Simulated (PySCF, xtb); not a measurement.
methanethiol (CH4S), SMILES CS.

Harmonic wavenumbers (cm⁻¹) from GFN2-xTB (xtb) at its own minimum, in rising order: 234, 724, 780, 949, 1030, 1321, 1449, 1454, 2435, 3033, 3039, 3064.

### Question
What does ωB97X-D3(BJ)/def2-TZVP run with PySCF give at its own minimum? (An estimate is asked for; the answer gives what the named calculation found.)

### Answer
240, 747, 814, 986, 1113, 1378, 1484, 1498, 2755, 3083, 3172, 3172. Paired by order, the mean absolute difference is 77 cm⁻¹ and the zero-point energies are 27.9 and 29.2 kcal/mol.
